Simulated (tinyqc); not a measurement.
Worked calculation: ROHF in the sto-3g basis, for LiH, spin multiplicity 3. One step of it, computed by the program tinyqc.

Problem. Iteration 1: Roothaan effective Fock matrix. With projectors Pc = D(beta) S, Po = (D(alpha) - D(beta)) S, Pv = 1 - D(alpha) S, the block xy is Px^T F Py; with Fc = (F(alpha) + F(beta))/2, the blocks are Fc for cc, oo, vv and cv, F(beta) for co and F(alpha) for ov.

F(alpha) (hartree), lower triangle:
```
            1Li 1s     1Li 2s   1Li 2px   1Li 2py    1Li 2pz      2H 1s
1Li 1s   -3.199218
1Li 2s   -0.788887  -0.388272
1Li 2px   0.000000   0.000000  0.134910
1Li 2py   0.000000   0.000000  0.000000  0.134910
1Li 2pz  -0.024152  -0.127949  0.000000  0.000000  -0.025268
2H 1s    -0.355469  -0.388438  0.000000  0.000000  -0.305285  -0.430592
```

F(beta) (hartree), lower triangle:
```
            1Li 1s     1Li 2s   1Li 2px   1Li 2py    1Li 2pz      2H 1s
1Li 1s   -1.485298
1Li 2s   -0.503843  -0.152481
1Li 2px   0.000000   0.000000  0.180318
1Li 2py   0.000000   0.000000  0.000000  0.180318
1Li 2pz  -0.009374  -0.058575  0.000000  0.000000   0.101892
2H 1s    -0.221626  -0.178300  0.000000  0.000000  -0.111116  -0.011996
```

D(alpha) at the start, lower triangle:
```
            1Li 1s    1Li 2s   1Li 2px   1Li 2py   1Li 2pz     2H 1s
1Li 1s    1.556004
1Li 2s   -0.176823  0.805378
1Li 2px   0.000000  0.000000  0.000000
1Li 2py   0.000000  0.000000  0.000000  0.000000
1Li 2pz  -0.006458  0.022809  0.000000  0.000000  0.004483
2H 1s     0.011181  0.046883  0.000000  0.000000  0.050027  0.621830
```

D(beta) at the start, lower triangle:
```
            1Li 1s    1Li 2s   1Li 2px   1Li 2py   1Li 2pz     2H 1s
1Li 1s    0.518668
1Li 2s   -0.058941  0.268459
1Li 2px   0.000000  0.000000  0.000000
1Li 2py   0.000000  0.000000  0.000000  0.000000
1Li 2pz  -0.002153  0.007603  0.000000  0.000000  0.001494
2H 1s     0.003727  0.015628  0.000000  0.000000  0.016676  0.207277
```

overlap S, lower triangle:
```
           1Li 1s    1Li 2s   1Li 2px   1Li 2py   1Li 2pz     2H 1s
1Li 1s   1.000000
1Li 2s   0.241137  1.000000
1Li 2px  0.000000  0.000000  1.000000
1Li 2py  0.000000  0.000000  0.000000  1.000000
1Li 2pz  0.000000  0.000000  0.000000  0.000000  1.000000
2H 1s    0.097178  0.439902  0.000000  0.000000  0.541317  1.000000
```

Give: effective F.

Solution.

effective F (hartree), lower triangle:
```
          1Li 1s   1Li 2s  1Li 2px  1Li 2py  1Li 2pz    2H 1s
1Li 1s   -0.5398
1Li 2s   -0.1431  -0.0486
1Li 2px   0.0000   0.0000   0.1576
1Li 2py   0.0000   0.0000   0.0000   0.1576
1Li 2pz   0.0511  -0.0347   0.0000   0.0000   0.0509
2H 1s     0.0118  -0.1207   0.0000   0.0000  -0.1744  -0.1225
```
